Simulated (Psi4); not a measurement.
**PH3 (phosphine) at wB97M-V/6-31G(d) (spherical functions, sweep point 3)**

What is the vertical ionisation energy of PH3 (phosphine) at wB97M-V/6-31G* (spherical functions, sweep point 3)? 

Program for the calculation: Psi4 1.11.

4 further runs of the same task are left out: 4 set aside as unsound or not needed.

**1. The molecule**

PH3 has 4 atoms, charge 0, and is taken as a singlet. As SMILES, `P`. The shape is that of a PBE0-D4/def2-TZVP optimisation.

Bond lengths: P1–H2 1.420 Å, P1–H3 1.420 Å, P1–H4 1.420 Å. Angles: H2–P1–H3 93.1°, H2–P1–H4 93.1°, H3–P1–H4 93.1°.

**2. A single-point energy at wB97M-V/6-31G(d) (spherical functions, sweep point 3)**

The input, job.dat:

```
memory 1.6 GB

molecule molecule1 {
  0 1
  P      0.346000    -0.326500    -0.332800
  H      0.630900    -0.034000     1.027000
  H     -1.005500    -0.663000    -0.057200
  H      0.028700     1.023500    -0.636900
  units angstrom
  symmetry c1
}

set globals {
  basis                6-31G*
  puream               true
  scf_type             pk
  dft_radial_points    35
  dft_spherical_points 110
}

e_tot = energy('wb97m-v')
```

Launch:

```sh
$ psi4 job.dat job.out -n 1
```

job.out:

```text
[...]
  Running in c1 symmetry.
[...]
  Nuclear repulsion =   17.542621841641523
[...]
  Multiplicity = 1
[...]
  Nalpha       = 9
  Nbeta        = 9
[...]
    Number of basis functions: 24
[...]
   @RKS iter   1:  -343.05271528991625   -3.19694e-01   6.94387e-03 DIIS/ADIIS
[...]
   @RKS iter   6:  -343.07768157682642   -2.59486e-08   8.97775e-07 DIIS
[...]
    Orbital Energies [Eh]
    ---------------------
    Doubly Occupied:
       1A    -77.358199     2A     -6.719686     3A     -4.831208
       4A     -4.831203     5A     -4.827219     6A     -0.762059
       7A     -0.479019     8A     -0.478992     9A     -0.364744
[...]
  @RKS Final Energy:  -343.07768157682642
   => Energetics <=
    Nuclear Repulsion Energy =             17.5426218416415232
    One-Electron Energy =                -508.4539387598590565
    Two-Electron Energy =                 166.1665680169022323
    DFT Exchange-Correlation Energy =     -18.4083695320524292
    Empirical Dispersion Energy =           0.0000000000000000
    VV10 Nonlocal Energy =                  0.0754368565412876
    Total Energy =                       -343.0776815768264782
[...]
 Multipole Moments:
 ------------------------------------------------------------------------------------
     Multipole            Electronic (a.u.)      Nuclear  (a.u.)        Total (a.u.)
 ------------------------------------------------------------------------------------
 L = 1.  Multiply by 2.5417464519 to convert [e a0] to [Debye]
 Dipole X            :          1.0033188           -1.2197313           -0.2164125
 Dipole Y            :         -0.9467910            1.1510724            0.2042814
 Dipole Z            :         -0.9650831            1.1733711            0.2082881
 Magnitude           :                                                    0.3632481
[...]
```

Run time: 28 s. Hardware: 1 thread of Intel Xeon Platinum 8259CL at 2.50GHz (Skylake/Cascade Lake), shared host; peak memory 0.22 GiB.

**3. The doublet cation, same level**

The input, input.dat:

```
memory 1600 MB

molecule geom {
  1 2
  P      0.346000    -0.326500    -0.332800
  H      0.630900    -0.034000     1.027000
  H     -1.005500    -0.663000    -0.057200
  H      0.028700     1.023500    -0.636900
  symmetry c1
}

set {
  basis                6-31G*
  reference            uks
  puream               true
  scf_type             pk
  dft_radial_points    35
  dft_spherical_points 110
  maxiter              150
}

energy("wb97m-v")
```

Launch:

```sh
$ psi4 -i input.dat -o output.dat -n 1
```

output.dat:

```text
[...]
  Running in c1 symmetry.
[...]
  Nuclear repulsion =   17.542621841641523
[...]
  Multiplicity = 2
[...]
  Nalpha       = 9
  Nbeta        = 8
[...]
    Number of basis functions: 24
[...]
   @UKS iter   1:  -342.67244100259899    6.05799e-02   5.30252e-03 ADIIS/DIIS
[...]
   @UKS iter   8:  -342.69008594975799   -8.92641e-09   7.70032e-07 DIIS
[...]
   @S^2 Observed:                7.510406541E-01
[...]
    Orbital Energies [Eh]
    ---------------------
    Alpha Occupied:
       1A    -77.721006     2A     -7.079923     3A     -5.197340
       4A     -5.188457     5A     -5.188450     6A     -1.085740
       7A     -0.780558     8A     -0.780536     9A     -0.720659
    Alpha Virtual:
      10A     -0.173669    11A     -0.173654    12A     -0.061675
      13A      0.099382    14A      0.103079    15A      0.103099
      16A      0.206444    17A      0.407050    18A      0.408348
      19A      0.408465    20A      0.469920    21A      0.470014
      22A      0.740185    23A      0.905184    24A      0.905986
[...]
  @UKS Final Energy:  -342.69008594975799
   => Energetics <=
    Nuclear Repulsion Energy =             17.5426218416415232
    One-Electron Energy =                -502.3873171732259948
    Two-Electron Energy =                 160.3457851442822459
    DFT Exchange-Correlation Energy =     -18.2635119273815896
    Empirical Dispersion Energy =           0.0000000000000000
    VV10 Nonlocal Energy =                  0.0723361649258338
    Total Energy =                       -342.6900859497580427
[...]
 Multipole Moments:
 ------------------------------------------------------------------------------------
     Multipole            Electronic (a.u.)      Nuclear  (a.u.)        Total (a.u.)
 ------------------------------------------------------------------------------------
 L = 1.  Multiply by 2.5417464519 to convert [e a0] to [Debye]
 Dipole X            :          1.1029702           -1.2197313           -0.1167611
 Dipole Y            :         -1.0407727            1.1510724            0.1102997
 Dipole Z            :         -1.0608272            1.1733711            0.1125440
 Magnitude           :                                                    0.1961258
[...]
```

Run time: 34 s. Hardware: 1 thread of Intel Xeon Platinum 8259CL at 2.50GHz (Skylake/Cascade Lake), shared host; peak memory 0.22 GiB.

**4. Results**

At wB97M-V/6-31G* (spherical functions, sweep point 3):

```
                                          quantity          value
                         singlet PH3: total energy  -343.07768 Eh
                        singlet PH3: dipole moment         0.92 D
                          singlet PH3: HOMO energy       -9.93 eV
                          singlet PH3: LUMO energy        3.15 eV
                        singlet PH3: HOMO–LUMO gap       13.07 eV
                      doublet cation: total energy  -342.69009 Eh
doublet cation: HOMO energy (highest over α and β)      -19.61 eV
 doublet cation: LUMO energy (lowest over α and β)      -11.04 eV
                              doublet cation: ⟨S²⟩          0.751
vertical ionisation energy (to the doublet cation)      10.547 eV
```

The vertical ionisation energy comes to 10.55 eV (1018 kJ/mol). The negative HOMO energy of the first species, 9.93 eV, lies 0.62 eV below that difference.
